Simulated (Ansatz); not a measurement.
## Ansatz (development build ahead of 0.2.0) run

```yaml
crystal:
  periodic: [false, false, false]
  atoms:
    - { symbol: Li, position_ang: [0.0, 0.0, 0.0] }
    - { symbol: B, position_ang: [0.62652, 0.83536, 1.80861] }
basis:
  gaussian: { orbitals: "6-31G" }
magnetization:
  initial_magnetization: 2
hamiltonian:
  xc: hf
correlation:
  method: fci
  frozen_orbitals: { B: 1, Li: 0 }
```

The input is written out in the form of the current development build from the run's settings.

The run gave:

```
Converged    : yes
Total energy : -32.02000 hartree
State        : lowest triplet root, of any spatial symmetry
```
